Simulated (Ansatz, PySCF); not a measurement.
carbon tetrachloride cation (CCl4), SMILES C(Cl)(Cl)(Cl)Cl (connectivity only; charge and spin as stated), charge +1, multiplicity 2. Atoms are numbered in the order given.

```xyz
5

Cl     1.0405     1.0405    -0.9879
C      0.0000     0.0000     0.0000
Cl    -1.0405     1.0405     0.9879
Cl    -1.0405    -1.0405    -0.9879
Cl     1.0405    -1.0405     0.9879
```
Charge +1, spin multiplicity 2.

Geometry optimised at B3LYP-D3(BJ)/def2-SVP. The spin state was assumed, not searched.

Two levels are set side by side: PBE-D3(BJ)/def2-SVP (Ansatz, a quantum-chemistry and plane-wave program) and B3LYP-D3(BJ)/def2-SVP (Ansatz). Each level has its own optimised geometry; the coordinates shown are those of the second. Frequencies come from the Hessian of PySCF at each geometry. Differences are taken from unrounded values.

```
quantity                            B3LYP-D3(BJ)  PBE-D3(BJ)  PBE-D3(BJ) minus B3LYP-D3(BJ)
----------------------------------  ------------  ----------  -----------------------------
mean bond length (Å)                       1.772       1.777                          0.005
bond Cl1–C2 (Å)                            1.772       1.777                          0.005
bond C2–Cl3 (Å)                            1.772       1.777                          0.005
bond C2–Cl4 (Å)                            1.772       1.777                          0.005
bond C2–Cl5 (Å)                            1.772       1.777                          0.005
highest harmonic wavenumber (cm⁻¹)           687         661                            -25
mean harmonic wavenumber (cm⁻¹)              366         380                             14
zero-point energy (kcal/mol)                4.71        4.89                           0.18
```
